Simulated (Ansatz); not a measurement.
Basis-set extrapolation for C3H7FO2, SMILES `COC(F)OC` (PBE0-D4/def2-TZVP geometry, frozen core, the Gaussian-basis code of Ansatz). Multiplicity 1, RHF reference.

|  | def2-TZVPP | def2-QZVPP |
| --- | --- | --- |
| HF | -366.983547 | -367.000389 |
| MP2 correlation | -1.233572 | -1.329007 |
| CCSD(T) correlation | -1.314496 | not run |

Energies in hartree. Use E(X) = E(∞) + A·exp(−7.88·√X) for Hartree–Fock and E(X) = E(∞) + B·X^(−2.97) for correlation, with X = 3 and 4, and add CCSD(T) minus MP2 of the smaller set to the MP2 limit.

**Question.** What is the CCSD(T) energy at the basis-set limit?

**Answer.** HF limit: -367.000389 + (-0.016842) × 0.13774 = -367.00271. MP2 limit: -1.329007 + (-0.095435) × 0.74074 = -1.39970. Higher-order term: -1.314496 − (-1.233572) = -0.08092. Total: -368.48333 hartree, 486.5 kJ/mol below CCSD(T)/def2-TZVPP.
